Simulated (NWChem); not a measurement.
# One shape, several levels: CH4N (methyl amino radical)

Wanted: a comparison of 6 runs (USVWN5/def2-TZVP, U-r2SCAN/def2-TZVP, U-revPBE/def2-TZVP, UBLYP/def2-TZVP, UPBE/def2-TZVP, UTPSS/def2-TZVP) of CH4N (methyl amino radical). 

Program for the calculation: NWChem 7.3.0.

## (1) Starting point

CH4N: 6 atoms, total charge 0, spin state doublet. As SMILES, `C[NH]`. Geometry: relaxed at PBE0-D4/def2-TZVP.

Bond lengths: C1–N2 1.430 Å, C1–H3 1.101 Å, C1–H4 1.091 Å, C1–H5 1.101 Å, N2–H6 1.025 Å. Angles: C1–N2–H6 106.9°, N2–C1–H3 111.4°, N2–C1–H4 110.8°, N2–C1–H5 111.7°, H3–C1–H4 108.5°, H3–C1–H5 105.6°, H4–C1–H5 108.6°.

## (2) Energy and forces at USVWN5/def2-TZVP (run 1)

File a.nw:

```
start a
title "CH4N gradient"
memory 2200 mb

geometry units angstrom noautosym nocenter noautoz
  C    -0.068100   -0.273300   -0.237300
  N    -0.284200    0.423100    0.992400
  H    -0.267300    0.373500   -1.106000
  H    -0.712900   -1.151300   -0.303700
  H     0.978900   -0.597100   -0.342200
  H     0.353600    1.225100    0.996700
end

basis spherical bse
  * library def2-TZVP
end

dft
  xc slater vwn_5
  mult 2
  grid xfine
  convergence energy 1e-08
  iterations 100
  mulliken
  print low
end

task dft gradient
```

Command:

```sh
$ nwchem a.nw > a.out
```

Standard output:

```text
[...]
 d= 0,ls=0.0,diis     1    -94.3417225907 -1.31D+02  3.22D-03  2.02D-01     2.6
[...]
 d= 0,ls=0.0,diis    11    -94.3764092162 -5.77D-10  1.95D-07  5.35D-10    23.3
[...]
         Total DFT energy =      -94.376409216178
      One electron energy =     -199.338888408890
           Coulomb energy =       81.562106466002
    Exchange-Corr. energy =      -12.868991484375
 Nuclear repulsion energy =       36.269364211084
[...]
      <S2> =      0.7523 (Exact =     0.7500)
                         DFT ENERGY GRADIENTS
    atom               coordinates                        gradient
                 x          y          z           x          y          z
   1 C      -0.128690  -0.516462  -0.448432    0.005311  -0.007284  -0.017926
   2 N      -0.537060   0.799543   1.875364    0.003958   0.012382   0.009363
   3 H      -0.505124   0.705813  -2.090037   -0.000159  -0.004135   0.006214
   4 H      -1.347186  -2.175642  -0.573910    0.003746   0.005131   0.000511
   5 H       1.849853  -1.128355  -0.646664   -0.007104   0.001246   0.001952
   6 H       0.668207   2.315103   1.883490   -0.005751  -0.007340  -0.000114
 Task  times  cpu:       30.5s     wall:       30.5s
 Total times  cpu:       30.5s     wall:       30.5s
```

It took 31 s on 1 thread of Intel Xeon Platinum 8259CL at 2.50GHz (Skylake/Cascade Lake), shared host; peak memory 0.14 GiB.

## (3) Energy and gradient at U-r2SCAN/def2-TZVP (run 2)

File ch4n.xyz:

```xyz
6
CH4N gradient
C     -0.068100    -0.273300    -0.237300
N     -0.284200     0.423100     0.992400
H     -0.267300     0.373500    -1.106000
H     -0.712900    -1.151300    -0.303700
H      0.978900    -0.597100    -0.342200
H      0.353600     1.225100     0.996700
```

File run.py:

```python
from ase.io import read
from ase.calculators.nwchem import NWChem

system = read('ch4n.xyz')

calc = NWChem(
    label='ch4n',
    theory='dft',
    memory='2200 mb',
    basis='def2-TZVP',
    basispar='spherical bse',
    dft={'xc': 'r2scan', 'mult': '2', 'grid': 'xfine', 'convergence': 'energy 1e-08', 'iterations': '100', 'mulliken': None},
)
system.calc = calc

forces = system.get_forces()
e = system.get_potential_energy()
print(f"E = {e:.6f} eV")
print("forces (eV/A):")
for s, f in zip(system.symbols, forces):
    print(f"{s:2s} {f[0]:10.5f} {f[1]:10.5f} {f[2]:10.5f}")
```

Command:

```sh
$ export ASE_NWCHEM_COMMAND="nwchem PREFIX.nwi > PREFIX.nwo"
$ python run.py
```

Standard output:

```text
E = -2589.749235 eV
forces (eV/A):
C     0.00381   -0.06520   -0.09714
N    -0.08695    0.00797    0.15601
H     0.01106    0.00818   -0.02587
H    -0.00550   -0.00761   -0.00082
H     0.02376   -0.00170   -0.01707
H     0.05384    0.05836   -0.01512
```

The calculator wrote ch4n.nwi:

```
title "ch4n"

permanent_dir ch4n

scratch_dir ch4n

start ch4n

geometry units angstrom nocenter noautosym noautoz
  C  -6.8099999999999994e-02 -2.7329999999999999e-01 -2.3730000000000001e-01
  N  -2.8420000000000001e-01 4.2309999999999998e-01 9.9239999999999995e-01
  H  -2.6729999999999998e-01 3.7350000000000000e-01 -1.1060000000000001e+00
  H  -7.1289999999999998e-01 -1.1513000000000000e+00 -3.0370000000000003e-01
  H  9.7889999999999999e-01 -5.9709999999999996e-01 -3.4220000000000000e-01
  H  3.5360000000000003e-01 1.2251000000000001e+00 9.9670000000000003e-01
end

memory 2200 mb

basis spherical bse noprint
   * library def2-TZVP
end

dft
  xc r2scan
  mult 2
  grid xfine
  convergence energy 1e-08
  iterations 100
  mulliken
end

task dft gradient
```

ch4n.nwo:

```text
Northwest Computational Chemistry Package (NWChem) 7.3.0
             --------------------------------------------------------

           Job information
           ---------------

    nwchem branch   = 7.3.0
    use scalapack   = T
    input           = ch4n.nwi
    prefix          = ch4n.
    data base       = ch4n/ch4n.db
    status          = startup
    nproc           =        1

           Memory information
           ------------------

[... 5 lines left out ...]
    hardfail = no
[... 119 lines left out ...]
          Convergence on energy requested:  1.00D-08
[... 26 lines left out ...]
          total energy or number of iterations.
[... 91 lines left out ...]
      One electron energy =     -199.399314944122
[... 1355 lines left out ...]
          Convergence on energy requested:  1.00D-08
[... 26 lines left out ...]
          total energy or number of iterations.
[... 37 lines left out ...]
                 ----------------------------------------
                 |  Time  |  1-e(secs)   |  2-e(secs)   |
                 ----------------------------------------
                 |  CPU   |       0.01   |       4.53   |
                 ----------------------------------------
                 |  WALL  |       0.01   |       4.53   |
                 ----------------------------------------

 Task  times  cpu:       99.6s     wall:       99.6s
 Total times  cpu:       99.7s     wall:       99.7s
```

Wall time 1.7 min (1 thread of Intel Xeon Platinum 8259CL at 2.50GHz (Skylake/Cascade Lake), shared host); peak memory 0.14 GiB.

Runs 3 to 5 aren't shown in full; the table further down has their settings and results.

## (4) Energy and gradient at UTPSS/def2-TZVP (run 6)

ch4n.xyz is that of step 3.

File ch4n.nw:

```
echo
start ch4n
title "CH4N gradient"
memory 2200 mb
charge 0

geometry noautosym nocenter noautoz
  load ch4n.xyz
end

basis "ao basis" spherical bse
  * library def2-TZVP
end

dft
  xc xtpss03 ctpss03
  mult 2
  grid xfine
  convergence energy 1e-08
  maxiter 100
  mulliken
end

task dft gradient
```

Command:

```sh
$ nwchem ch4n.nw > ch4n.out
```

Standard output:

```text
[...]
          Wavefunction type:  spin polarized.
          No. of atoms     :     6
          No. of electrons :    17
[...]
          Charge           :     0
          Spin multiplicity:     2
[...]
          AO basis - number of functions:    86
[...]
              XC Information
              --------------
                  TPSS metaGGA Exchange Functional  1.000
             TPSS03 metaGGA Correlation Functional  1.000
[...]
 d= 0,ls=0.0,diis     1    -95.2116395714 -1.31D+02  2.88D-03  7.49D-02     7.3
[...]
 d= 0,ls=0.0,diis    10    -95.2458546245 -9.36D-09  4.79D-07  2.65D-09    72.2
[...]
         Total DFT energy =      -95.245854624486
      One electron energy =     -199.411454872205
           Coulomb energy =       81.716147593413
    Exchange-Corr. energy =      -13.819911556778
 Nuclear repulsion energy =       36.269364211084
[...]
      <S2> =      0.7539 (Exact =     0.7500)
[...]
  wavefunction    = open shell
                         DFT ENERGY GRADIENTS
    atom               coordinates                        gradient
                 x          y          z           x          y          z
   1 C      -0.128690  -0.516462  -0.448432   -0.000442   0.003661   0.005483
   2 N      -0.537060   0.799543   1.875364    0.005297   0.000555  -0.007878
   3 H      -0.505124   0.705813  -2.090037    0.000194  -0.001436   0.002188
   4 H      -1.347186  -2.175642  -0.573910    0.001243   0.001468  -0.000160
   5 H       1.849853  -1.128355  -0.646664   -0.002497   0.000669   0.000508
   6 H       0.668207   2.315103   1.883490   -0.003794  -0.004917  -0.000141
[...]
```

Run time: 95 s. Hardware: 1 thread of Intel Xeon Platinum 8259CL at 2.50GHz (Skylake/Cascade Lake), shared host; peak memory 0.14 GiB.

## (5) All runs side by side

```csv
run,level,energy (Eh),⟨S²⟩,largest force (eV/Å),wall time
1,USVWN5/def2-TZVP,-94.376409,0.752,1.032,31 s
2,U-r2SCAN/def2-TZVP,-95.171530,0.756,0.179,1.7 min
3,U-revPBE/def2-TZVP,-95.201269,0.753,0.591,63 s
4,UBLYP/def2-TZVP,-95.187440,0.753,0.531,66 s
5,UPBE/def2-TZVP,-95.100876,0.753,0.439,68 s
6,UTPSS/def2-TZVP,-95.245855,0.754,0.489,95 s
```

## (6) Results

```
                                 quantity         value
                      run 6: total energy  -95.24585 Eh
                     run 6: dipole moment        1.97 D
run 6: HOMO energy (highest over α and β)      -6.29 eV
 run 6: LUMO energy (lowest over α and β)      -3.30 eV
                              run 6: ⟨S²⟩         0.754
          run 6: largest force on an atom    0.489 eV/Å
```

What this shows: Over runs 2, 3, 4, 5, 6 the dipole moment (its size) runs from 1.97 D (U-revPBE/def2-TZVP) to 2.01 D (UBLYP/def2-TZVP). Totals of different functionals can't be ranked against each other. All runs together took 7.1 min, the longest 1.7 min.
